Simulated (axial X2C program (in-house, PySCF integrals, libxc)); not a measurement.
## Outer orbitals of NO⁺ at 1.055 Å, HF

Computed with an in-house relativistic program for diatomic molecules. Spin-free means the one-electron spin-free X2C Hamiltonian; two-component (2c) means X2C with spin–orbit coupling and atomic mean-field two-electron Coulomb and Gaunt terms, so the difference of the two also holds small scalar two-electron terms. Basis: O dyall-av3z [7s6p3d2f], N dyall-av3z [7s7p3d2f] (cores contracted in-house); Gaussian nuclei, density fitting, unrestricted open shells. Masses: O 15.995 u, N 14.003 u.

The distance is close to the 2c PBE0 minimum; the highest filled and lowest empty levels are listed.

Spin-free orbitals, state M_S = 0, Λ = 0 (closed shell) (Löwdin shares):

```tsv
symmetry	occupied	ε (eV)	atomic character
π-α	yes	-31.41	56% O p, 33% N p, 5% N d
π+α	yes	-31.41	56% O p, 33% N p, 5% N d
σα	yes	-31.02	42% N p, 26% N s, 20% O p
π+α	no	-7.48	44% N p, 23% O p, 14% O d
π-α	no	-7.48	44% N p, 23% O p, 14% O d
σα	no	-3.31	74% N s, 18% O s, 3% N d
π+α	no	-2.41	66% N p, 33% O p
π-α	no	-2.41	66% N p, 33% O p
```

One partner of each degenerate Kramers or spin pair is listed.

Spinors with spin–orbit coupling (state Ω = 0):

```csv
ω,occupied,ε (eV),atomic character,λ mixture
1/2,yes,-31.42,"56% O p, 33% N p, 5% N d",100% π
3/2,yes,-31.40,"56% O p, 33% N p, 5% N d",100% π
1/2,yes,-31.02,"42% N p, 26% N s, 20% O p",100% σ
1/2,no,-7.48,"44% N p, 23% O p, 14% O d",100% π
3/2,no,-7.47,"43% N p, 23% O p, 14% O d",100% π
1/2,no,-3.29,"72% N s, 19% O s, 3% N d",100% σ
1/2,no,-2.41,"66% N p, 33% O p",100% π
3/2,no,-2.41,"66% N p, 33% O p",100% π
```

One partner of each degenerate Kramers or spin pair is listed.

Mulliken charges and populations of the two-component result (they depend on the basis, above all on diffuse functions):

O 0.35 e (s 3.75 p 3.81 d 0.09 f 0.01), N 0.65 e (s 3.72 p 2.48 d 0.12 f 0.01).

One determinant describes the state; a PBE0 search over occupations chose it and may have missed a lower one.
